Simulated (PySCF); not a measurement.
**Energy of F (fluorine, neutral) between two integer charges**

The 2p beta orbital of [He] 2s2 2p5 is emptied in steps (occupation f), with all orbitals relaxed, ending at [He] 2s2 2p4. Calculation: PySCF 2.14, in aug-pcseg-2 (5s4p3d2f, 46 functions); no relativity, point nucleus. The exact energy is a straight line in f; departures are measured from the line between the end points of the same method.

Task: Among LDA, PBE, PBE0, r2SCAN, LC-wPBE, BHandHLYP, wB97X, BLYP, MN15, which shows the largest delocalisation error (convex curve), and which is closest to linear?

Result: Most convex: LDA (-1.945 eV at f = 0.5); closest to linear: LC-wPBE (-0.560 eV).

```tsv
f	LDA (eV)	PBE (eV)	PBE0 (eV)	r2SCAN (eV)	LC-wPBE (eV)	BHandHLYP (eV)	wB97X (eV)	BLYP (eV)	MN15 (eV)
1	0.000	0.000	0.000	0.000	0.000	0.000	0.000	0.000	0.000
0.9	-0.687	-0.665	-0.442	-0.609	-0.199	-0.222	-0.211	-0.668	-0.356
0.7	-1.620	-1.563	-1.037	-1.417	-0.469	-0.530	-0.497	-1.571	-0.833
0.5	-1.945	-1.868	-1.239	-1.675	-0.560	-0.644	-0.594	-1.883	-0.990
0.3	-1.646	-1.571	-1.041	-1.387	-0.467	-0.551	-0.495	-1.589	-0.825
0.1	-0.709	-0.671	-0.444	-0.581	-0.197	-0.241	-0.207	-0.682	-0.348
0	0.000	0.000	0.000	0.000	0.000	0.000	0.000	0.000	0.000
```

```tsv
method	E(f=0) − E(f=1) (eV)	−ε at f=1 (eV)	−ε at f=0.5 (eV)
LDA	17.963	10.372	17.886
PBE	17.679	10.319	17.654
PBE0	17.471	12.580	17.460
r2SCAN	17.560	10.795	17.647
LC-wPBE	17.786	15.587	17.791
BHandHLYP	17.331	14.894	17.269
wB97X	17.485	15.160	17.490
BLYP	17.725	10.342	17.672
MN15	17.597	13.650	17.618
```

Reference removal energy between the ground levels: 17.423 eV (measured; NIST Atomic Spectra Database, ionization energies). The calculation has no spin-orbit coupling.
